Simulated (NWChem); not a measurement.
Species: CH3O cation; SMILES C=[OH+]

```xyz
5

C     -0.0085     0.6221     0.0000
O     -0.1175    -0.6266     0.0000
H     -0.9634     1.1894     0.0000
H      0.9811     1.1312     0.0000
H      0.7396    -1.1363     0.0000
```
Atoms are numbered in this order, from 1.

Structure relaxed at the PBE-D3(BJ)/def2-SVP level. B3LYP is NWChem's, with the RPA form of VWN correlation.

 Unshifted, non-relativistic core excitations; the lowest 4 roots alone, so stronger bands may lie above.

Question: List the first O K-edge excitations from B3LYP/cc-pVTZ, restricted-window TDA (NWChem).

Answer: 
```tsv
state	energy (eV)	dipole oscillator strength	leading excitation (squared amplitude)
S1	518.6	0.0284	1s of atom 2 or its equivalents → LUMO (1.00)
S2	523.4	0.0155	1s of atom 2 or its equivalents → LUMO+1 (0.98)
S3	525.8	0.0022	1s of atom 2 or its equivalents → LUMO+2 (0.99)
S4	526.8	0.0060	1s of atom 2 or its equivalents → LUMO+3 (0.96)
```
